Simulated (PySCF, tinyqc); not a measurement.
Worked calculation: RHF in the sto-3g basis, for CH2, spin multiplicity 1. The lowest restricted solution is unstable here: a spin-polarised one lies 0.0276 hartree lower (PySCF). One step of it, computed by the program tinyqc.

Question. Iteration 2: DIIS coefficients. Solve [B -1; -1 0][c; lambda] = [0; -1] for the coefficients, which sum to one.

B (overlaps of the stored error matrices):
```
                1               2
1   4.5896710e-01  -4.0797792e-01
2  -4.0797792e-01   1.2450850e+00
```

Give: DIIS coefficients.

Answer.

DIIS coefficients: 0.6560  0.3440
